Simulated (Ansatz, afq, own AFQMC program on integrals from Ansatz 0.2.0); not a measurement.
**Where AFQMC and coupled cluster stand for BGeH₂, quartet**

```xyz
4

Ge    0.0000    0.0000    1.2080
B     0.0000    0.0000   -5.4020
H     0.0000    1.2593    2.0970
H     0.0000   -1.2593    2.0970
```

Connectivity, by distances: GeH2 ··· B.

Basis cc-pVDZ. Only valence electrons are correlated. AFQMC by an in-house program on the Cholesky factors that Ansatz 0.2.0 writes for its CCSD(T) run. The CISD trial takes its coefficients from CCSD amplitudes. Released means that phaseless walkers are propagated on without the constraint, phases kept. Uncertainties: one standard error, sampling alone. No spin–orbit coupling.

Determinant: ROHF, the one that the program's search chose, which needn't be the lowest solution. The geometry is a point of a scan.

No full CI on the walks' own integrals is used here; CCSDT(Q) serves as the reference and is uncertain by about the last step of the cluster series.

Cautions: no relativity below Rb; no spin-orbit coupling; inner d shell frozen; lower spins were not checked.

```
T1 diagnostic                               : 0.0194
weight of the determinant in the CISD state : 0.878
size of the correlated space                : 9 electrons in 36 orbitals
```

Reference: CCSDT(Q), correlation energy -4.284 eV. The released energy is read at 2.40 1/Eh (meV from the phaseless value at times in 1/Eh: -9 ± 7 at 0.24, -14 ± 7 at 0.51, -18 ± 8 at 0.99, -16 ± 9 at 1.62, -18 ± 8 at 2.40).

| level | E − E(reference) (kJ/mol) | share of correlation (%) |
| --- | --- | --- |
| HF | 413.4 | 0.00 |
| MP2 | 122.7 | 70.32 |
| CCSD | 9.4 | 97.71 |
| CCSD(T) | 2.5 | 99.40 |
| CCSDT | 0.1 | 99.98 |
| ph-AFQMC/CISD | 2.5 ± 0.6 | 99.39 |
| released AFQMC | 0.8 ± 0.8 | 99.81 |

A walk keeps the symmetry of its determinant, which the program's search chose and which needn't be the lowest solution, so a lower state of the same spin and another symmetry isn't excluded. Released energies are given only where the last usable release times agree within the noise; a slower fall can still hide under it.
